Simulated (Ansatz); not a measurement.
```yaml
crystal:
  periodic: [false, false, false]
  atoms:
    - {symbol: N, position_ang: [-1.423446, -0.007227, 2.224365]}
    - {symbol: C, position_ang: [-1.207312, 0.166464, 1.175236]}
    - {symbol: O, position_ang: [-0.764012, 0.503720, 0.118062]}
    - {symbol: C, position_ang: [0.347309, -0.310945, -0.370853]}
    - {symbol: O, position_ang: [0.817484, 0.229330, -1.647755]}
    - {symbol: H, position_ang: [-0.162779, -1.243091, -0.529762]}
    - {symbol: H, position_ang: [1.192743, -0.232552, 0.330350]}
    - {symbol: H, position_ang: [1.362798, 1.145555, -1.404062]}
basis:
  gaussian: {orbitals: "6-31G*"}
hamiltonian: {xc: {name: r2SCAN0}, dispersion: d3bj}
```

```sh
$ ansatz run in.yaml --threads 2 --pin off --events-out ev --progress --plain --max-ram 4352MiB
```

It prints (some lines left out):

```
Warning: the engine holds no damping parameters fitted to this dispersion correction and functional, so the run takes those fitted to r2scan0 beside the three-body term, which d3bj leaves out (hamiltonian.dispersion, under Limitations)
Functional definition: r2SCAN0
935 factors; their error is unknown
mean field evaluation 1: about -7692.3802 eV, gradient 5.6e1 eV
mean field evaluation 2: about -7685.0068 eV, gradient 8.1e1 eV
mean field evaluation 4: about -7698.2536 eV, gradient 4.0e0 eV
mean field evaluation 8: about -7698.2763 eV, gradient 2.3e-1 eV
mean field -7698.27635838 eV, -282.9064380915 hartree, gradient 3.5e-5 eV, S^2 0.000000; 0 other end points of the search recorded, 0 dependent functions left out
reference -7698.27636239 eV, -282.9064382389 hartree; 19, 19 occupied and 62, 62 virtual orbitals, 935 factors
Total energy: -7698.31438472 eV, -282.9078355335 hartree
```

Run time 2.2 s (2 threads of an Arm Neoverse V1 on a shared host); peak host memory 0.4 GiB.
